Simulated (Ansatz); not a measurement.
fcc Sr was calculated with LDA (Ansatz, an electronic-structure program, PAW).

A relaxed, unreconstructed slab of the (100) face has 6 atoms, two equal faces of 16.845 Å² each and an energy of -20665.0062 eV. A bulk cell of 2 atoms with the same orientation and in-plane k mesh has -6888.6311 eV. Energies are extrapolated to zero smearing.

Settings: plane-wave cutoff 500 eV, 14×14×1 k mesh (along the axes of the cell as run), Fermi–Dirac smearing 0.1 eV, scalar-relativistic PAW data made under PBE.

Worked out: γ = (E_slab − N E_bulk per atom)/2A = [-20665.0062 − 6 × (-6888.6311/2)]/(2 × 16.845) = 0.0263 eV/Å². With 16.022 J/m² per eV/Å² this is 0.42 J/m², or 0.44 eV per surface cell and face.
